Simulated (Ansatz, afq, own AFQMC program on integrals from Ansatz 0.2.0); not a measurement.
Integrals from Ansatz 0.2.0, then the random walk in our own AFQMC program (afq).

```yaml
crystal:
  periodic: [false, false, false]
  atoms:
    - {symbol: Ge, position_ang: [-0.027886, -0.023415, 0.323849]}
    - {symbol: O, position_ang: [0.087965, 0.100420, -1.453983]}
    - {symbol: H, position_ang: [0.758661, -1.281737, 0.795581]}
    - {symbol: H, position_ang: [0.626663, 1.283640, 0.825898]}
    - {symbol: H, position_ang: [-0.771974, 0.091561, -1.880918]}
basis:
  gaussian: {orbitals: cc-pVDZ}
magnetization: {spin_polarized: true, initial_magnetization: 1}
correlation: {method: ccsd_t, electrons: outside_noble_gas, hamiltonian_folder: ham}
```

```sh
$ ansatz run in.yaml --threads 1 --pin off --events-out ev --progress --plain --max-ram 1382MiB
```

Options of the walk:

```
--method phaseless --trial hf --walkers 120 --populations 1 --least-time 40 --time-step 0.005 --steps-per-block 20 --equilibration-blocks 160 --max-blocks 600 --target-error 0.00258 --factor-cut 1e-05 --start spin_pure --seed 7075 --taylor-order 6
```

Times are imaginary, in 1/Eh. The walk had a cap of 1976 s. Filled inner d shells are frozen with the cores.

```
orbitals 41  electrons 7 6  factors 331 of 584
reference energy -2151.92109495 Eh
CCSD correlation -0.29765082 Eh in 11 cycles, weight of the determinant in the CISD state 0.8935
energy of the start -2151.921145 Eh
 block  time / (1/Eh)  mean weight  energy / Eh
     1     0.100  1.0042  -2152.011625
     2     0.200  1.0029  -2152.067505
     3     0.300  0.9998  -2152.107296
     4     0.400  1.0017  -2152.151852
     5     0.500  1.0034  -2152.141691
     8     0.800  0.9984  -2152.184687
    15     1.500  0.9992  -2152.225387
    57     5.700  0.9984  -2152.216856
    99     9.900  1.0038  -2152.242662
   141    14.100  0.9978  -2152.228680
   183    18.300  1.0000  -2152.237665
   225    22.500  0.9980  -2152.192119
   267    26.700  1.0025  -2152.238906
   309    30.900  0.9977  -2152.225342
   351    35.100  0.9985  -2152.226199
   393    39.300  0.9979  -2152.285640
   435    43.500  1.0001  -2152.244538
   477    47.700  1.0026  -2152.206572
   519    51.900  0.9982  -2152.214841
   561    56.100  0.9980  -2152.215642
   575    57.500  0.9980  -2152.231130
blocks merged  error / Eh  count
     1  0.001192  420
     2  0.001545  210
     4  0.001909  105
     8  0.002220  52
    16  0.002512  26
    32  0.002462  13
energy -2152.224995 +/- 0.002512 Eh
(rows thinned)
```

Q: Estimate how long the walk took on 1 thread of Arm Neoverse N1 (shared host).

A: 8.4 min of wall time.

The run passed its tests (sampling time, drift between the halves within three errors, error under three times the target), which doesn't prove that it has relaxed. The second half of the sampling lies above the first by 1.6 errors of their difference, so the energy may still be moving and its error bar be too small.

Against this walk (error 68.4 meV) on the same determinant: CCSD(T) 4.2 meV lower (within the noise), the released energy of a separate walk with a CISD trial 12.8 ± 73.1 meV lower (within the noise), a separate phaseless walk with a CISD trial and standard settings 31.3 ± 71.3 meV lower (within the noise). The error is statistical and leaves out the bias of the constraint.

Cautions: constraint bias not in the error; no relativity below Rb; no spin-orbit coupling; inner d shell frozen.
